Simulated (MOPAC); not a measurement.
MOPAC input (AM1):

```
AM1 1SCF UHF MS=0.5 GEO-OK AUX(PRECISION=9) THREADS=1
C3H3

C    -0.00031565 1   -0.01876434 1    0.11346103 1
C    -0.00366586 1   -0.21792541 1    1.31771454 1
C     0.00342830 1    0.20380299 1   -1.23232147 1
H    -0.00658048 1   -0.39119133 1    2.36538959 1
H     0.93286994 1    0.33015230 1   -1.77073907 1
H    -0.92297020 1    0.25835959 1   -1.78777517 1
```

Output:

```
 *******************************************************************************
 **                                                                           **
 **                              MOPAC v23.2.5                                **
 **                                                                           **
 *******************************************************************************
 ** MOPAC's Digital Object Identifier: https://doi.org/10.5281/zenodo.6511958 **
 **                                                                           **
 ** Please cite the open-source release paper for use of this MOPAC version:  **
 ** J. E. Moussa and J. J. P. Stewart (2026)                                  **
 ** MOPAC: An open-source semiempirical molecular orbital program             **
 ** J. Open Source Softw., 11(119), 8025, https://doi.org/10.21105/joss.08025 **
 *******************************************************************************

                              AM1 CALCULATION RESULTS

 *******************************************************************************
 *  AM1        - The AM1 Hamiltonian to be used
 *  GEO-OK     - OVERRIDE INTERATOMIC DISTANCE AND OTHER SAFETY CHECKS
 *  UHF        - UNRESTRICTED HARTREE-FOCK CALCULATION
 *  MS=        - IN MECI, MAGNETIC COMPONENT OF SPIN =  0.5
 *  1SCF       - DO 1 SCF AND THEN STOP
 *  AUX        - OUTPUT AUXILIARY INFORMATION
 *******************************************************************************
AM1 1SCF UHF MS=0.5 GEO-OK AUX(PRECISION=9) THREADS=1
 C3H3

   ATOM   CHEMICAL          X               Y               Z
  NUMBER   SYMBOL      (ANGSTROMS)     (ANGSTROMS)     (ANGSTROMS)

     1       C         -0.00031565  *  -0.01876434  *   0.11346103  *
     2       C         -0.00366586  *  -0.21792541  *   1.31771454  *
     3       C          0.00342830  *   0.20380299  *  -1.23232147  *
     4       H         -0.00658048  *  -0.39119133  *   2.36538959  *
     5       H          0.93286994  *   0.33015230  *  -1.77073907  *
     6       H         -0.92297020  *   0.25835959  *  -1.78777517  *

          CARTESIAN COORDINATES

    NO.       ATOM           X           Y           Z

     1         C         -0.0003     -0.0188      0.1135
     2         C         -0.0037     -0.2179      1.3177
     3         C          0.0034      0.2038     -1.2323
     4         H         -0.0066     -0.3912      2.3654
     5         H          0.9329      0.3302     -1.7707
     6         H         -0.9230      0.2584     -1.7878

  H: (AM1): M.J.S. DEWAR ET AL, J. AM. CHEM. SOC. 107 3902-3909 (1985)
  C: (AM1): M.J.S. DEWAR ET AL, J. AM. CHEM. SOC. 107 3902-3909 (1985)

           Empirical Formula: C3 H3  =     6 atoms

      MOLECULAR POINT GROUP   :   C2v

          UHF CALCULATION, NO. OF ALPHA ELECTRONS =    8
                           NO. OF BETA  ELECTRONS =    7

 -------------------------------------------------------------------------------
 AM1 1SCF UHF MS=0.5 GEO-OK AUX(PRECISION=9) THREADS=1
 C3H3

     1SCF WAS SPECIFIED, SO BFGS WAS NOT USED
     SCF FIELD WAS ACHIEVED

                              AM1 CALCULATION
                                                       MOPAC v23.2.5 Linux

          FINAL HEAT OF FORMATION =         72.12220 KCAL/MOL =     301.75928 KJ/MOL

          COSMO AREA              =         85.21 SQUARE ANGSTROMS
          COSMO VOLUME            =         66.83 CUBIC ANGSTROMS

          IONIZATION POTENTIAL    =          9.240322 EV
          ALPHA SOMO LUMO (EV)    =         -9.240  1.662
          BETA  SOMO LUMO (EV)    =        -10.680  0.134
          NO. OF ALPHA ELECTRONS  =          8
          NO. OF BETA  ELECTRONS  =          7
          MOLECULAR WEIGHT        =         39.0567         POINT GROUP:  C2v

          MOLECULAR DIMENSIONS (Angstroms)

            Atom       Atom       Distance
            H     6    H     4     4.30238
            H     5    H     6     1.81352
            C     2    H     6     0.00000

          SCF CALCULATIONS        =          1

   ATOM   CHEMICAL          X               Y               Z
  NUMBER   SYMBOL      (ANGSTROMS)     (ANGSTROMS)     (ANGSTROMS)

     1       C         -0.00031565  *  -0.01876434  *   0.11346103  *
     2       C         -0.00366586  *  -0.21792541  *   1.31771454  *
     3       C          0.00342830  *   0.20380299  *  -1.23232147  *
     4       H         -0.00658048  *  -0.39119133  *   2.36538959  *
     5       H          0.93286994  *   0.33015230  *  -1.77073907  *
     6       H         -0.92297020  *   0.25835959  *  -1.78777517  *

                             CARTESIAN COORDINATES

   1    C       -0.000315650    -0.018764340     0.113461030
   2    C       -0.003665860    -0.217925410     1.317714540
   3    C        0.003428300     0.203802990    -1.232321470
   4    H       -0.006580480    -0.391191330     2.365389590
   5    H        0.932869940     0.330152300    -1.770739070
   6    H       -0.922970200     0.258359590    -1.787775170

           Empirical Formula: C3 H3  =     6 atoms

      MOLECULAR POINT GROUP   :   C2v

          ALPHA EIGENVALUES
 -34.49422 -28.65126 -19.12881 -15.26002 -15.08105 -12.83148 -10.86188  -9.24032
   1.66154   2.10420   3.34203   4.34061   4.90417   5.30477   6.57164

           BETA EIGENVALUES
 -34.18621 -27.40451 -18.81151 -15.10532 -14.93251 -11.90375 -10.68008   0.13415
   1.76429   3.07401   3.76625   4.87708   5.16269   5.46205   6.76056

              NET ATOMIC CHARGES AND DIPOLE CONTRIBUTIONS

  ATOM NO.   TYPE          CHARGE      No. of ELECS.   s-Pop       p-Pop
    1          C          -0.136800        4.1368     1.19766     2.93914
    2          C          -0.200830        4.2008     1.26214     2.93869
    3          C          -0.150374        4.1504     1.23345     2.91692
    4          H           0.226901        0.7731     0.77310
    5          H           0.130552        0.8694     0.86945
    6          H           0.130552        0.8694     0.86945
 DIPOLE           X         Y         Z       TOTAL
 POINT-CHG.     0.000     0.018    -0.109     0.111
 HYBRID        -0.000    -0.020     0.120     0.121
 SUM           -0.000    -0.002     0.010     0.011

          ATOMIC ORBITAL ELECTRON POPULATIONS

     Atom    s        px        py        pz
    1  C   1.19766   1.00405   1.01303   0.92205
    2  C   1.26214   1.01399   0.97771   0.94699
    3  C   1.23345   1.01774   1.00289   0.89629
    4  H   0.77310
    5  H   0.86945
    6  H   0.86945

                    (SZ)    =    0.500000
                    (S**2)  =    0.873318

          ATOMIC ORBITAL SPIN POPULATIONS

    Atom   Total    s     px     py     pz
         Atomic
    1  C -0.5355 -0.042 -0.164 -0.278 -0.051
    2  C  0.7183  0.042  0.175  0.458  0.043
    3  C  0.9709  0.053  0.053  0.793  0.072
    4  H -0.0390 -0.039
    5  H -0.0574 -0.057
    6  H -0.0574 -0.057

 **********************
 *                    *
 * JOB ENDED NORMALLY *
 *                    *
 **********************

 == MOPAC DONE ==
```

The geometry given is a B3LYP-D3(BJ)/def2-TZVP minimum.

The determinant is spin-contaminated: <S^2> is 0.87 against 0.75 for a pure state.
